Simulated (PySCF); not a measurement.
## Static response to an electric field

Compound: 1,4-cyclohexadiene, C₆H₈.
Cartesian coordinates in Å at the GFN2-xTB level; atoms count from 1:
```
atom  x, y, z in Å
C1    -0.3027    1.3622   -0.1951
C2     0.9690    1.0061   -0.1841
C3     1.4360   -0.4023    0.0103
C4     0.3024   -1.3624    0.1914
C5    -0.9692   -1.0058    0.1821
C6    -1.4361    0.4024   -0.0129
H7    -0.5835    2.3968   -0.3411
H8     1.7486    1.7440   -0.3203
H9     2.1007   -0.4512    0.8825
H10    2.0419   -0.7094   -0.8520
H11    0.5834   -2.3975    0.3350
H12   -1.7486   -1.7437    0.3190
H13   -2.0424    0.7105    0.8485
H14   -2.1001    0.4500   -0.8854
```

Level: B3LYP/def2-SVPD (PySCF), static field, nuclei fixed, core orbitals frozen in the response. The polarisability tensor in these axes (au):

```
x   84.94 -5.16 -0.45
y   -5.16 67.89 -2.69
z   -0.45 -2.69 49.16
```

Q: Give the principal values, the mean and the anisotropy Δα = √{½[(α1 − α2)² + (α2 − α3)² + (α1 − α3)²]}.

A: Principal values 48.75, 66.87 and 86.39 au; mean 67.33 au = 9.98 Å³ = 11.10 × 10⁻⁴⁰ C²·m²/J; Δα = 32.60 au (48 % of the mean).

Q: What is the dipole moment?

A: 0.00 D; point group D2h allows none.

Q: Find the Langevin capture rate constant for NO+ (29.998 u) meeting this molecule (80.063 u), k = 2.342 × 10⁻⁹ cm³/s × √(α in Å³ / reduced mass in u).

A: The reduced mass is 21.82 u, so k = 1.58 × 10⁻⁹ cm³/s.

Q: What molar refraction does this α imply?

A: Lorentz–Lorenz: R = (4π/3)N_A α = 2.5225 cm³/(mol·Å³) × 9.98 Å³ = 25.2 cm³/mol, in the limit of long wavelengths.

Q: In TDDFT the mean static polarisability is Σ f/ω² over all singlet excitations (ω in hartree). How much of it do the 8 lowest give? Their energies (eV) and oscillator strengths: 5.76, 0.0000; 6.16, 0.0019; 6.45, 0.0156; 6.81, 0.0000; 6.82, 0.0000; 7.11, 0.0000; 7.35, 0.0006; 7.54, 0.0000.

A: They add up to 0.32 au, 0.5 % of the 67.33 au; the largest single term is 0.28 au, from the state at 6.45 eV. Terms in order: 0.00, 0.04, 0.28, 0.00, 0.00, 0.00, 0.01, 0.00 au. Higher excitations give the rest. The strengths listed sum to 0.018.

Geometry: GFN2-xTB; no solvent, vibrations or thermal averaging.
